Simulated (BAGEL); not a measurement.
**doublet C2H2ClO at 3 levels**

Aim: a comparison of 3 runs (UHF/3-21G, ROHF/6-31G*, ROHF/def2-SVPD) of doublet C2H2ClO. 

The results are computed with BAGEL 1.2.2.

### 1 Starting point

The species is C2H2ClO (6 atoms), meant as a doublet with charge 0. SMILES of the parent species: `C=C([O-])Cl`. Geometry: relaxed at GFN2-xTB. That shape belongs to the parent species and isn't relaxed for this state.

Bond lengths: C1–C2 1.328 Å, C2–O3 1.208 Å, C2–Cl4 2.010 Å, C1–H5 1.080 Å, C1–H6 1.072 Å. Angles: C1–C2–O3 141.3°, C1–C2–Cl4 107.1°, O3–C2–Cl4 111.7°, C2–C1–H5 118.1°, C2–C1–H6 123.6°, H5–C1–H6 118.3°.

### 2 The energy at UHF/3-21G (density fitting with qzvpp-jkfit) (run 1)

The input, input.json:

```json
{ "bagel": [

{
  "title": "molecule",
  "basis": "3-21g",
  "df_basis": "qzvpp-jkfit",
  "angstrom": "true",
  "geometry": [
    { "atom": "C", "xyz": [      -0.147890,       0.728290,      -0.151740 ] },
    { "atom": "C", "xyz": [       0.419660,      -0.448040,       0.090190 ] },
    { "atom": "O", "xyz": [       1.505550,      -0.967130,       0.191290 ] },
    { "atom": "Cl", "xyz": [      -1.065230,      -1.770870,       0.379710 ] },
    { "atom": "H", "xyz": [       0.496070,       1.575760,      -0.333680 ] },
    { "atom": "H", "xyz": [      -1.208150,       0.881980,      -0.175770 ] }
  ]
},

{ "title": "uhf", "nopen": 1 },

{ "title": "print", "file": "orbitals.molden", "orbitals": "true" }

]}
```

Command:

```sh
$ BAGEL_NUM_THREADS=1 BAGEL input.json > input.out
```

The program printed:

```text
* using 1 threads per process

  ===============================================================
  ===============================================================

  *** Geometry ***

  { "atom" : "C", "xyz" : [     -0.279472,      1.376269,     -0.286747 ] },
  { "atom" : "C", "xyz" : [      0.793042,     -0.846673,      0.170434 ] },
  { "atom" : "O", "xyz" : [      2.845077,     -1.827611,      0.361486 ] },
  { "atom" : "Cl", "xyz" : [     -2.012993,     -3.346459,      0.717548 ] },
  { "atom" : "H", "xyz" : [      0.937436,      2.977755,     -0.630564 ] },
  { "atom" : "H", "xyz" : [     -2.283073,      1.666701,     -0.332157 ] },

  Number of auxiliary basis functions:      391

  Since a DF basis is specified, we compute 2- and 3-index integrals:
    o Being stored without compression. Storage requirement is 0.006 GB

  Number of basis functions:       44
  Number of electrons      :       39

    * METHOD: MOLECULE                             0.16

  *** Open-shell HF ***

  === Nuclear Repulsion ===
   137.1122749704

      * DIIS with orbital gradients will be used.

  === UHF iteration (3-21g) ===
      0       -607.98437875          0.05667615           0.05
      1       -608.05248947          0.05235359           0.05
      2       -608.08231977          0.04364342           0.05
[... 19 lines of this table left out ...]
     22       -608.15730852          0.00000001           0.05
    * SCF iteration converged.

    * S^2 (UHF) is 0.9188

    * Permanent dipole moment:
           (   -0.212554,    -1.790993,     0.377473) a.u.

    * METHOD: UHF                                  1.35

    * METHOD: PRINT                                0.01

  ===============================================================
```

It took 1.7 s on 1 thread of Arm Neoverse N1, shared host; peak memory 0.082 GiB.

### 3 A single-point energy at ROHF/6-31G(d) (density fitting with qzvpp-jkfit, spherical functions) (run 2)

The input, hf.json:

```json
{ "bagel" : [

{
  "title" : "molecule",
  "basis" : "6-31gs.json",
  "df_basis" : "qzvpp-jkfit",
  "angstrom" : "true",
  "geometry" : [
    { "atom" : "C", "xyz" : [      -0.147890,       0.728290,      -0.151740 ] },
    { "atom" : "C", "xyz" : [       0.419660,      -0.448040,       0.090190 ] },
    { "atom" : "O", "xyz" : [       1.505550,      -0.967130,       0.191290 ] },
    { "atom" : "Cl", "xyz" : [      -1.065230,      -1.770870,       0.379710 ] },
    { "atom" : "H", "xyz" : [       0.496070,       1.575760,      -0.333680 ] },
    { "atom" : "H", "xyz" : [      -1.208150,       0.881980,      -0.175770 ] }
  ]
},

{ "title" : "rohf", "charge" : 0, "nopen" : 1 },

{ "title" : "print", "file" : "orbitals.molden", "orbitals" : "true" }

]}
```

The basis set 6-31G* is read from a file made from the Basis Set Exchange's data (not shown).

Command:

```sh
$ BAGEL_NUM_THREADS=1 BAGEL hf.json > hf.out
```

The program printed:

```text
* using 1 threads per process

  ===============================================================
  ===============================================================

  *** Geometry ***

  { "atom" : "C", "xyz" : [     -0.279472,      1.376269,     -0.286747 ] },
  { "atom" : "C", "xyz" : [      0.793042,     -0.846673,      0.170434 ] },
  { "atom" : "O", "xyz" : [      2.845077,     -1.827611,      0.361486 ] },
  { "atom" : "Cl", "xyz" : [     -2.012993,     -3.346459,      0.717548 ] },
  { "atom" : "H", "xyz" : [      0.937436,      2.977755,     -0.630564 ] },
  { "atom" : "H", "xyz" : [     -2.283073,      1.666701,     -0.332157 ] },

  Number of auxiliary basis functions:      391

  Since a DF basis is specified, we compute 2- and 3-index integrals:
    o Being stored without compression. Storage requirement is 0.013 GB

  Number of basis functions:       64
  Number of electrons      :       39

    * METHOD: MOLECULE                             0.22

  *** Open-shell HF ***

  === Nuclear Repulsion ===
   137.1122749704

      * DIIS with orbital gradients will be used.

  === ROHF iteration (6-31gs.json) ===
      0       -610.97578392          0.04682740           0.09
      1       -611.03871358          0.04407641           0.08
      2       -611.07137046          0.03706429           0.08
[... 15 lines of this table left out ...]
     18       -611.16616487          0.00000001           0.09
    * SCF iteration converged.

    * S^2 (ROHF) is 0.7500

    * Permanent dipole moment:
           (    0.152785,    -1.844742,     0.386111) a.u.

    * METHOD: ROHF                                 1.78

    * METHOD: PRINT                                0.03

  ===============================================================
```

It took 2.2 s on 1 thread of Arm Neoverse N1, shared host; peak memory 0.082 GiB.

### 4 A single-point energy at ROHF/def2-SVPD (density fitting with qzvpp-jkfit) (run 3)

The input, job.json:

```json
{ "bagel": [

{
  "title": "molecule",
  "basis": "def2-svpd.json",
  "df_basis": "qzvpp-jkfit",
  "angstrom": true,
  "geometry": [
    { "atom": "C", "xyz": [      -0.147890,       0.728290,      -0.151740 ] },
    { "atom": "C", "xyz": [       0.419660,      -0.448040,       0.090190 ] },
    { "atom": "O", "xyz": [       1.505550,      -0.967130,       0.191290 ] },
    { "atom": "Cl", "xyz": [      -1.065230,      -1.770870,       0.379710 ] },
    { "atom": "H", "xyz": [       0.496070,       1.575760,      -0.333680 ] },
    { "atom": "H", "xyz": [      -1.208150,       0.881980,      -0.175770 ] }
  ]
},

{ "title": "rohf", "charge": 0, "nopen": 1 },

{ "title": "print", "file": "orbitals.molden", "orbitals": true }

]}
```

The basis set def2-SVPD is read from a file made from the Basis Set Exchange's data (not shown).

Command:

```sh
$ BAGEL_NUM_THREADS=1 BAGEL job.json > job.out
```

The program printed:

```text
* using 1 threads per process

  ===============================================================
  ===============================================================

  *** Geometry ***

  { "atom" : "C", "xyz" : [     -0.279472,      1.376269,     -0.286747 ] },
  { "atom" : "C", "xyz" : [      0.793042,     -0.846673,      0.170434 ] },
  { "atom" : "O", "xyz" : [      2.845077,     -1.827611,      0.361486 ] },
  { "atom" : "Cl", "xyz" : [     -2.012993,     -3.346459,      0.717548 ] },
  { "atom" : "H", "xyz" : [      0.937436,      2.977755,     -0.630564 ] },
  { "atom" : "H", "xyz" : [     -2.283073,      1.666701,     -0.332157 ] },

  Number of auxiliary basis functions:      391

  Since a DF basis is specified, we compute 2- and 3-index integrals:
    o Being stored without compression. Storage requirement is 0.035 GB

  Number of basis functions:      106
  Number of electrons      :       39

    * METHOD: MOLECULE                             0.26

  *** Open-shell HF ***

  === Nuclear Repulsion ===
   137.1122749704

      * DIIS with orbital gradients will be used.

  === ROHF iteration (def2-svpd.json) ===
      0       -610.73125744          0.03389413           0.17
      1       -610.80693574          0.03188963           0.17
      2       -610.83886837          0.02702254           0.17
[... 16 lines of this table left out ...]
     19       -610.93970372          0.00000000           0.17
    * SCF iteration converged.

    * S^2 (ROHF) is 0.7500

    * Permanent dipole moment:
           (    0.214224,    -1.751718,     0.366050) a.u.

    * METHOD: ROHF                                 3.58

    * METHOD: PRINT                                0.07

  ===============================================================
```

Wall time 4.2 s (1 thread of Arm Neoverse N1, shared host); peak memory 0.12 GiB.

### 5 The series

| run | level | energy (Eh) | dipole moment (D) | ⟨S²⟩ | wall time |
| --- | --- | --- | --- | --- | --- |
| 1 | UHF/3-21G (density fitting with qzvpp-jkfit) | -608.157309 | 4.68 | 0.919 | 1.7 s |
| 2 | ROHF/6-31G* (density fitting with qzvpp-jkfit, spherical functions) | -611.166165 | 4.81 | 0.750 | 2.2 s |
| 3 | ROHF/def2-SVPD (density fitting with qzvpp-jkfit) | -610.939704 | 4.58 | 0.750 | 4.2 s |

### 6 What came out

| quantity | value |
| --- | --- |
| run 3: total energy | -610.93970 Eh |
| run 3: dipole moment | 4.58 D |
| run 3: ⟨S²⟩ | 0.750 |

**Reading.** The dipole moment (its size) runs from 4.58 D (ROHF/def2-SVPD) to 4.81 D (ROHF/6-31G*). Spin contamination of the reference: run 1 ⟨S²⟩ = 0.92. All runs together took 8.1 s, the longest 4.2 s.
